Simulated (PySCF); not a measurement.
# SiH4O2: electronic excitations and core binding energies

What electronic excitations and core binding energies should SiH4O2 (`O[SiH2]O`) show?

The runs use PySCF 2.14.0, with density-fitted response routines of our own; the level of theory stands in each step. All values are computed, except where a source is named. Atoms are numbered from 0 throughout.

## (1) The molecule as given

7 atoms, charge 0, multiplicity 1; geometry from: GFN2-xTB.

Bonds of the start (Å): O0–Si1 1.63, Si1–O2 1.62, O0–H3 0.95, Si1–H4 1.46, Si1–H5 1.46, O2–H6 0.95.

## (2) TDDFT and polarisability: PBE0/def2-SVPD

The job: settings as JSON, then the geometry in Å.

```
{"job": {"kind": "uv", "xc": "PBE0", "basis": "def2-SVPD", "nstates": 8, "ntriplets": 3}, "charge": 0, "multiplicity": 1}
O      1.060367    -0.734091    -0.159474
Si    -0.069364     0.426837     0.053682
O     -1.492316    -0.314320    -0.149567
H      1.985707    -0.522317    -0.102709
H      0.019218     1.451273    -0.977700
H      0.034231     0.963116     1.409177
H     -1.534510    -1.265594    -0.100487
```

Level: TDDFT PBE0/def2-SVPD, vertical, gas phase, core orbitals frozen in the response.

**Question.** This job is followed by: delta-SCF UKS SCAN, pcX-2 on the ionised atom, pcseg-1 elsewhere, spin-free X2C. Predict these results of the whole session: lowest singlet (PBE0/def2-SVPD); brightest single state of those computed; lowest triplet; O1s binding energies, SCAN/pcX-2; Si1s binding energies, SCAN/pcX-2; Si2p binding energies, SCAN/pcX-2.

The runs gave:

| quantity | value |
| --- | --- |
| lowest singlet (PBE0/def2-SVPD) | 7.23 eV (171 nm), f = 0.000 |
| brightest single state of those computed | state 6, 8.87 eV, f = 0.137 |
| lowest triplet | 6.87 eV |
| O1s binding energies, SCAN/pcX-2 | O0 538.91 eV |
| Si1s binding energies, SCAN/pcX-2 | Si1 1847.87 eV |
| Si2p binding energies, SCAN/pcX-2 | Si1 108.04 eV |

In words: The lowest singlet, at 7.23 eV, is HOMO→LUMO 0.87, HOMO→LUMO+1 0.09 and is dark; of the 8 states computed, the strongest absorption comes from state 6 at 8.87 eV. The lowest triplet lies 0.36 eV below the lowest singlet (triplets in Tamm-Dancoff, singlets in full TDDFT). States above −ε(HOMO) lie where TDDFT describes them poorly and they hang on the basis; the brightest is among them.
